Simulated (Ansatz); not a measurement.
Input for Ansatz (development build ahead of 0.2.0):

```yaml
crystal:
  periodic: [false, false, false]
  atoms:
    - { symbol: O, position_ang: [1.24177, 0.0, 0.0] }
    - { symbol: C, position_ang: [0.38098, 1.17338, 0.0] }
    - { symbol: C, position_ang: [-1.03502, 0.77257, 0.0] }
    - { symbol: C, position_ang: [-1.03502, -0.77257, 0.0] }
    - { symbol: C, position_ang: [0.38098, -1.17338, 0.0] }
    - { symbol: H, position_ang: [0.92315, 2.21472, 0.0] }
    - { symbol: H, position_ang: [-1.96602, 1.48929, 0.0] }
    - { symbol: H, position_ang: [-1.96602, -1.48929, 0.0] }
    - { symbol: H, position_ang: [0.92315, -2.21472, 0.0] }
basis:
  gaussian: { orbitals: def2-TZVP }
hamiltonian:
  xc: hf
```

The input is written out in the form of the current development build from the run's settings.

The run gave:

* Converged: yes
* Total energy: -228.62198 hartree
* Spin squared of the determinant: 0.000

Caution: in another basis set an unrestricted determinant lies well below.
